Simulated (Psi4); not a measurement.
Psi4 input (PBE/6-31G**):

```
memory 2025 MB

molecule {
0 1
H    -0.00000000   -0.00000000   -0.37201156
H     0.00000000    0.00000000    0.37201156
}

set {
  basis 6-31g**
  scf_type df
}

energy('pbe')
print_variables()
```

Output:

```
-----------------------------------------------------------------------
          Psi4: An Open-Source Ab Initio Electronic Structure Package
                               Psi4 1.11 release

    D. G. A. Smith, L. A. Burns, A. C. Simmonett, R. M. Parrish,
    M. C. Schieber, R. Galvelis, P. Kraus, H. Kruse, R. Di Remigio,
    A. Alenaizan, A. M. James, S. Lehtola, J. P. Misiewicz, M. Scheurer,
    R. A. Shaw, J. B. Schriber, Y. Xie, Z. L. Glick, D. A. Sirianni,
    J. S. O'Brien, J. M. Waldrop, A. Kumar, E. G. Hohenstein,
    B. P. Pritchard, B. R. Brooks, H. F. Schaefer III, A. Yu. Sokolov,
    K. Patkowski, A. E. DePrince III, U. Bozkaya, R. A. King,
    F. A. Evangelista, J. M. Turney, T. D. Crawford, C. D. Sherrill,
    J. Chem. Phys. 152(18) 184108 (2020). https://doi.org/10.1063/5.0006002

                            Additional Code Authors
    E. T. Seidl, C. L. Janssen, E. F. Valeev, M. L. Leininger,
    J. F. Gonthier, R. M. Richard, H. R. McAlexander, M. Saitow, X. Wang,
    P. Verma, M. H. Lechner, A. Jiang, S. Behnle, A. G. Heide,
    M. F. Herbst, D. L. Poole, T. Győri, E. C. Mitchell, J. P. Pederson,
    and A. M. Wallace

             Previous Authors, Complete List of Code Contributors,
                       and Citations for Specific Modules
    https://github.com/psi4/psi4/blob/master/codemeta.json
    https://github.com/psi4/psi4/graphs/contributors
    https://psicode.org/psi4manual/master/introduction.html#citing-psifour

    -----------------------------------------------------------------------

    Threads:    1
    Addons:     a̶d̶c̶c̶, a̶m̶b̶i̶t̶, b̶s̶e̶, c̶c̶t̶3̶, c̶f̶o̶u̶r̶, c̶h̶e̶m̶p̶s̶2̶, c̶p̶p̶e̶, d̶d̶x̶,
                d̶f̶t̶d̶3̶, d̶f̶t̶d̶4̶, dkh, ecpint, einsums, f̶o̶r̶t̶e̶, gauxc, g̶c̶p̶,
                g̶d̶m̶a̶, g̶e̶o̶m̶e̶t̶r̶i̶c̶, g̶p̶u̶_̶d̶f̶c̶c̶, i̶n̶t̶e̶g̶r̶a̶t̶o̶r̶x̶x̶,
                i̶p̶i̶, l̶i̶b̶e̶f̶p̶, m̶d̶i̶, m̶p̶2̶d̶, m̶r̶c̶c̶, ooo,
                o̶p̶e̶n̶f̶e̶r̶m̶i̶o̶n̶p̶s̶i̶4̶, pcmsolver, p̶s̶i̶4̶f̶o̶c̶k̶c̶i̶, p̶s̶i̶x̶a̶s̶,
                p̶y̶e̶i̶n̶s̶u̶m̶s̶, r̶e̶s̶p̶, s̶i̶m̶i̶n̶t̶, s̶n̶s̶m̶p̶2̶,
                v̶2̶r̶d̶m̶_̶c̶a̶s̶s̶c̶f̶

  ==> Input File <==

--------------------------------------------------------------------------
memory 2025 MB

molecule {
0 1
H    -0.00000000   -0.00000000   -0.37201156
H     0.00000000    0.00000000    0.37201156
}

set {
  basis 6-31g**
  scf_type df
}

energy('pbe')
print_variables()
--------------------------------------------------------------------------

   => Libint2 <=

    Primary   basis highest AM E, G, H:  7, 6, 3
    Auxiliary basis highest AM E, G, H:  7, 7, 4
    Onebody   basis highest AM E, G, H:  -, -, -
    Solid Harmonics ordering:            Gaussian

   => Loading Basis Set <=

    Name: 6-31G**
    Role: ORBITAL
    Keyword: BASIS
    atoms 1-2 entry H          line    44 file 6-31gss.gbs

         ---------------------------------------------------------
                                   SCF
               by Justin Turney, Rob Parrish, Andy Simmonett
                          and Daniel G. A. Smith
                              RKS Reference
                        1 Threads,   1931 MiB Core
         ---------------------------------------------------------

  ==> Geometry <==

    Molecular point group: d2h
    Full point group: D_inf_h

    Geometry (in Angstrom), charge = 0, multiplicity = 1:

       Center              X                  Y                   Z               Mass
    ------------   -----------------  -----------------  -----------------  -----------------
         H            0.000000000000     0.000000000000    -0.372011560000     1.007825032230
         H            0.000000000000     0.000000000000     0.372011560000     1.007825032230

  Running in d2h symmetry.

  Rotational constants: A = ************  B =     60.43221  C =     60.43221 [cm^-1]
  Rotational constants: A = ************  B = 1811712.12794  C = 1811712.12794 [MHz]
  Nuclear repulsion =    0.711237589861455

  Charge       = 0
  Multiplicity = 1
  Electrons    = 2
  Nalpha       = 1
  Nbeta        = 1

  ==> Algorithm <==

  SCF Algorithm Type is DF.
  DIIS enabled.
  MOM disabled.
  Fractional occupation disabled.
  Guess Type is SAD.
  Energy threshold   = 1.00e-06
  Density threshold  = 1.00e-06
  Integral threshold = 1.00e-12

  ==> Primary Basis <==

  Basis Set: 6-31G**
    Blend: 6-31G**
    Number of shells: 6
    Number of basis functions: 10
    Number of Cartesian functions: 10
    Spherical Harmonics?: false
    Max angular momentum: 1

  ==> DFT Potential <==

   => LibXC <=

    Version 7.1.2
    S. Lehtola, C. Steigemann, M. J. T. Oliveira, and M. A. L. Marques,  SoftwareX 7, 1–5 (2018) (10.1016/j.softx.2017.11.002)

   => Composite Functional: PBE <=

    PBE GGA Exchange-Correlation Functional

    J.P. Perdew et. al., Phys. Rev. Lett., 77(18), 3865-3868, 1996

    Deriv               =              1
    GGA                 =           TRUE
    Meta                =          FALSE

    Exchange Hybrid     =          FALSE
    MP2 Hybrid          =          FALSE

   => Exchange Functionals <=

    1.0000     XC_GGA_X_PBE

   => Correlation Functionals <=

    1.0000     XC_GGA_C_PBE

   => LibXC Density Thresholds  <==

    XC_GGA_C_PBE:  1.00E-12
    XC_GGA_X_PBE:  1.00E-15

   => Molecular Quadrature <=

    Radial Scheme          =       TREUTLER
    Pruning Scheme         =           NONE
    Nuclear Scheme         =       TREUTLER

    Blocking Scheme        =         OCTREE
    BS radius alpha        =              1
    Pruning alpha          =              1
    Radial Points          =             75
    Spherical Points       =            302
    Total Points           =          44640
    Total Blocks           =            392
    Max Points             =            256
    Max Functions          =             10
    Weights Tolerance      =       1.00E-15

   => Loading Basis Set <=

    Name: (6-31G** AUX)
    Role: JKFIT
    Keyword: DF_BASIS_SCF
    atoms 1-2 entry H          line    51 file cc-pvdz-jkfit.gbs

  ==> Integral Setup <==

  DFHelper Memory: AOs need 0.000 GiB; user supplied 1.401 GiB.
  SCF_SUBTYPE=INCORE selected. In-core MEM_DF algorithm will be used.
  Using in-core AOs.

  ==> MemDFJK: Density-Fitted J/K Matrices <==

    J tasked:                   Yes
    K tasked:                    No
    wK tasked:                   No
    OpenMP threads:               1
    Algorithm:                 Core
    Schwarz Cutoff:           1E-12
    Mask sparsity (%):       0.0000
    Fitting Condition:        1E-10

   => Auxiliary Basis Set <=

  Basis Set: (6-31G** AUX)
    Blend: CC-PVDZ-JKFIT
    Number of shells: 18
    Number of basis functions: 50
    Number of Cartesian functions: 50
    Spherical Harmonics?: false
    Max angular momentum: 2

  Cached 100.0% of DFT collocation blocks in 0.013 [GiB].

  Minimum eigenvalue in the overlap matrix is 1.8648018646E-01.
  Reciprocal condition number of the overlap matrix is 8.2701773695E-02.
    Using symmetric orthogonalization.

  ==> Pre-Iterations <==

  SCF Guess: Superposition of Atomic Densities via on-the-fly atomic UHF (no occupation information).

   -------------------------
    Irrep   Nso     Nmo
   -------------------------
     Ag         3       3
     B1g        0       0
     B2g        1       1
     B3g        1       1
     Au         0       0
     B1u        3       3
     B2u        1       1
     B3u        1       1
   -------------------------
    Total      10      10
   -------------------------

  ==> Iterations <==

                           Total Energy        Delta E     RMS |[F,P]|

   @DF-RKS iter SAD:    -0.95717774698117   -9.57178e-01   0.00000e+00
   @DF-RKS iter   1:    -1.15772455582811   -2.00547e-01   2.02181e-02 DIIS/ADIIS
   @DF-RKS iter   2:    -1.16405761075177   -6.33305e-03   5.84928e-03 DIIS/ADIIS
   @DF-RKS iter   3:    -1.16464323863723   -5.85628e-04   7.67461e-05 DIIS
   @DF-RKS iter   4:    -1.16464333873569   -1.00098e-07   9.87504e-08 DIIS
  Energy and wave function converged.

  ==> Post-Iterations <==

   Electrons on quadrature grid:
      Ntotal   =    2.0000000054 ; deviation = 5.357e-09

    Orbital Energies [Eh]
    ---------------------

    Doubly Occupied:

       1Ag    -0.377708

    Virtual:

       1B1u    0.079386     2Ag     0.548731     2B1u    0.985965
       1B2u    1.608818     1B3u    1.608818     3Ag     2.306389
       1B3g    2.543159     1B2g    2.543159     3B1u    4.074299

    Final Occupation by Irrep:
             Ag   B1g   B2g   B3g    Au   B1u   B2u   B3u
    DOCC [     1,    0,    0,    0,    0,    0,    0,    0 ]
    NA   [     1,    0,    0,    0,    0,    0,    0,    0 ]
    NB   [     1,    0,    0,    0,    0,    0,    0,    0 ]

  @DF-RKS Final Energy:    -1.16464333873569

   => Energetics <=

    Nuclear Repulsion Energy =              0.7112375898614546
    One-Electron Energy =                  -2.5006179973347131
    Two-Electron Energy =                   1.3168941909018856
    DFT Exchange-Correlation Energy =      -0.6921571221643190
    Empirical Dispersion Energy =           0.0000000000000000
    VV10 Nonlocal Energy =                  0.0000000000000000
    Total Energy =                         -1.1646433387356920

Computation Completed

Properties will be evaluated at   0.000000,   0.000000,   0.000000 [a0]

Properties computed using the SCF density matrix

 Multipole Moments:

 ------------------------------------------------------------------------------------
     Multipole            Electronic (a.u.)      Nuclear  (a.u.)        Total (a.u.)
 ------------------------------------------------------------------------------------

 L = 1.  Multiply by 2.5417464519 to convert [e a0] to [Debye]
 Dipole X            :          0.0000000            0.0000000            0.0000000
 Dipole Y            :          0.0000000            0.0000000            0.0000000
 Dipole Z            :          0.0000000            0.0000000            0.0000000
 Magnitude           :                                                    0.0000000

 ------------------------------------------------------------------------------------

  Variable Map:
  ----------------------------------------------------------------------------
  "CURRENT ENERGY"              =>      -1.164643338736
  "CURRENT REFERENCE ENERGY"    =>      -1.164643338736
  "DD SOLVATION ENERGY"         =>       0.000000000000
  "DFT FUNCTIONAL TOTAL ENERGY" =>      -1.164643338736
  "DFT TOTAL ENERGY"            =>      -1.164643338736
  "DFT VV10 ENERGY"             =>       0.000000000000
  "DFT XC ENERGY"               =>      -0.692157122164
  "GRID ELECTRONS ALPHA"        =>       1.000000002678
  "GRID ELECTRONS BETA"         =>       1.000000002678
  "GRID ELECTRONS TOTAL"        =>       2.000000005357
  "NUCLEAR REPULSION ENERGY"    =>       0.711237589861
  "ONE-ELECTRON ENERGY"         =>      -2.500617997335
  "PCM POLARIZATION ENERGY"     =>       0.000000000000
  "PE ENERGY"                   =>       0.000000000000
  "SCF ITERATION ENERGY"        =>      -1.164643338736
  "SCF ITERATIONS"              =>       4.000000000000
  "SCF TOTAL ENERGY"            =>      -1.164643338736
  "TWO-ELECTRON ENERGY"         =>       1.316894190902
  "XC GRID RADIAL POINTS"       =>      75.000000000000
  "XC GRID SPHERICAL POINTS"    =>     302.000000000000
  "XC GRID TOTAL POINTS"        =>   44640.000000000000

  Array Variable Map:
  ----------------------------------------------------------------------------
  "CURRENT DIPOLE"              =>       0.000000000000 ... 0.000000000000 1 by 3
  "SCF DIPOLE"                  =>       0.000000000000 ... 0.000000000000 1 by 3
  "SCF TOTAL ENERGIES"          =>      -0.957177746981 ... -1.164643338736 1 by 5

*** Psi4 exiting successfully. Buy a developer a beer!
```
